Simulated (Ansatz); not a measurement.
`CS[SiH3]` + CH₃OH → dimethyl ether + `[SiH3]S` at 400 K and 1 bar (substitution at a C–S bond).

Isolated molecules relaxed with PBE0-D4/def2-TZVP in Ansatz; ΔE leaves out vibrations. CCSD(T)/CBS adds triple-zeta CCSD(T) − MP2 to the extrapolated MP2 energy (def2 sets, frozen cores). This one scheme is used for every species.

| species | CCSD(T)/CBS energy (Eh) | H − E (kJ/mol) | S (J/(mol·K)) |
| --- | --- | --- | --- |
| `CS[SiH3]` | -728.52947 | 194.4 | 339.2 |
| CH₃OH | -115.61712 | 151.2 | 252.6 |
| `COC` | -154.86276 | 230.4 | 284.5 |
| `[SiH3]S` | -689.27336 | 109.8 | 293.0 |

H − E and S are ideal-gas, rigid-rotor, harmonic terms from PBE0-D4/def2-TZVP. 1 Eh = 2625.50 kJ/mol, R = 8.31446 J/(mol·K).

Task: By hand: ΔE, ΔH, ΔS and ΔG.

Result: ΔE = (-154.86276) + (-689.27336) − (-728.52947) − (-115.61712) = 0.01047 Eh = 27.5 kJ/mol. Δ(H − E) = 230.4 + 109.8 − 194.4 − 151.2 = -5.4, so ΔH = 22.1 kJ/mol. ΔS = 284.5 + 293.0 − 339.2 − 252.6 = -14.3 J/(mol·K). ΔG = 22.1 − 400 × (-14.3)/1000 = 27.8 kJ/mol.

Task: By hand: the equilibrium constant, and the temperature at which ΔG would vanish if ΔH and ΔS stayed fixed.

Result: log₁₀ K = −ΔG/(RT ln 10) = -3.6. ΔH and −TΔS have one sign here, so there is no such temperature.

The number of gas molecules stays the same, so ΔS is small and ΔH decides. A doubt of 5 kJ/mol in ΔE shifts log₁₀ K by 0.7 here. These are equilibria of isolated gas molecules and say nothing of rates. Largest T1 diagnostic: 0.011 (customary marks: 0.02 for closed shells, 0.045 for open ones).
